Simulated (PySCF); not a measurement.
Molecule: `[SiH3]SB`, BH5SSi.

Molfile (atoms numbered from 1):
```
BH5SSi
     RDKit          3D

  8  7  0  0  0  0  0  0  0  0999 V2000
    1.7823   -0.0035    0.3617 B   0  0  0  0  0  0  0  0  0  0  0  0
    0.3478    0.1348    1.4058 S   0  0  0  0  0  0  0  0  0  0  0  0
   -1.2235   -0.0933   -0.0745 Si  0  0  0  0  0  4  0  0  0  0  0  0
    1.6830   -0.1785   -0.8289 H   0  0  0  0  0  0  0  0  0  0  0  0
    2.8529    0.0877    0.9059 H   0  0  0  0  0  0  0  0  0  0  0  0
   -1.1260    0.9928   -1.0905 H   0  0  0  0  0  0  0  0  0  0  0  0
   -1.1043   -1.4226   -0.7380 H   0  0  0  0  0  0  0  0  0  0  0  0
   -2.5205    0.0018    0.6533 H   0  0  0  0  0  0  0  0  0  0  0  0
  1  2  1  0
  2  3  1  0
  1  4  1  0
  1  5  1  0
  3  6  1  0
  3  7  1  0
  3  8  1  0
M  END
```

Geometry PBE0-D3(BJ)/def2-SVP throughout; GIAO in PySCF, gas phase, one conformer, non-relativistic; equivalent atoms averaged; functional PBE0.

For orientation, def2-SVP gives these shifts δ (against BF3·OEt2, CS2, TMS at the same level): B1 70.1, S2 -4.0, Si3 -46.5, H4/H5 7.42, H6/H7/H8 4.77 ppm.

A run gave: B1 82.5, S2 -52.7, Si3 -75.6, H4/H5 8.30, H6/H7/H8 4.88 ppm (shifts δ (against BF3·OEt2, CS2, TMS at the same level)).

Problem. Which basis set was used in that run?
A. pcSseg-1
B. def2-TZVP
C. pcSseg-0
D. cc-pVTZ

Solution. C. S2 tells them apart best: pcSseg-0 gives -52.7, pcSseg-1 gives -14.9, cc-pVTZ gives -4.8, def2-TZVP gives 2.6 ppm.
